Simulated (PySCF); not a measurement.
Geometry:
| atom | x (Å) | y (Å) | z (Å) |
| --- | --- | --- | --- |
| O1 | -0.398 | 0.899 | -0.289 |
| N2 | 0.455 | 0.176 | -0.085 |
| F3 | -0.055 | -1.108 | 0.356 |

Geometry: PBE0-D3(BJ)/def2-SVP; GIAO shifts from PySCF, gas phase, non-relativistic, averaged over equivalent atoms.

At PBE0/pcSseg-1 (51 basis functions, 1.6 s wall time on 1 thread of an Arm Neoverse V1, shared host):
```tsv
atoms	δ (ppm)
O1	861.4
N2	568.8
F3	518.4
```

δ = σ(ref) − σ, references computed at the same level: H2O for 17O (σref 334.56); 15N (σref 265.67) against NH3; 19F (σref 177.25) vs CFCl3.

Problem. Predict the values at PBE/pcSseg-2 on the same geometry.

Solution. 
| atoms | δ at PBE/pcSseg-2 | change |
| --- | --- | --- |
| O1 | 780.8 | -80.6 |
| N2 | 550.1 | -18.7 |
| F3 | 522.0 | +3.6 |

Referencing at the same level of theory: 17O (σ = 327.88 ppm) against H2O; NH3 for 15N (σ = 261.04 ppm); 19F (σ = 142.93 ppm) vs CFCl3.

The largest change is at O1 (oxygen bonded to N). Cost: 108 basis functions, 3.2 s wall time on 1 thread of an Arm Neoverse V1, shared host.

Unscaled 19F shifts against computed CFCl3 carry errors that often reach 10 to 50 ppm. Unscaled 17O shifts of doubly bonded oxygen tend to come out too high, by tens of ppm or more. Experimental scales use liquid or dissolved standards, which lie at an offset from isolated NH3 (liquid NH3: subtract about 20 ppm) and H2O (liquid H2O: subtract about 36 ppm). Unscaled 15N shifts of sp2 nitrogen come out 20 to 40 ppm too high even then.
